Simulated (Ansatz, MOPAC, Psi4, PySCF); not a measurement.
Species: dilithium, Li$_{2}$, net charge 0, singlet state. SMILES: [Li][Li]
Structure (B3LYP-D3(BJ)/def2-TZVP (Ansatz, a quantum-chemistry and plane-wave program) minimum search):
```xyz
2

Li     0.0000     0.0000    -1.3610
Li     0.0000     0.0000     1.3610
```

Quantity: vertical electron affinity to the doublet, in eV. Terms: PM7 with its own dispersion and hydrogen-bond terms; UHF or UKS for open shells; six Cartesian d functions in 6-31G* and its kin unless marked 5d; non-relativistic; each state is the SCF solution reached for its charge and spin; spin-orbit terms left out; 6-311+G** with 5d. First-principles rows: single points at B3LYP-D3(BJ) geometries (Ansatz). Semi-empirical rows: differences of heats of formation at the shared geometry for vertical values.

```csv
level,program,vertical electron affinity to the doublet (eV)
AM1,MOPAC,-0.44
PM7,MOPAC,-2.98
PBE/6-31G*,Ansatz,0.29
PBE/6-311+G**,Ansatz,0.49
B3LYP/3-21G,Ansatz,0.32
B3LYP/6-31G*,Ansatz,0.17
B3LYP/6-311+G**,Ansatz,0.40
M06-2X/6-31G* (5d),PySCF,-0.03
wB97X-D/6-31G*,Psi4,0.11
B3LYP/def2-TZVPD,Ansatz,0.34
```

No value to compare with is used here. The 9 habitual levels span -2.98 (PM7) to 0.49 eV (PBE/6-311+G**); B3LYP/def2-TZVPD gives 0.34.

The levels are drawn from those run, B3LYP/6-31G* more often than the rest, none by its result; runs whose electronic state is in doubt are left out.
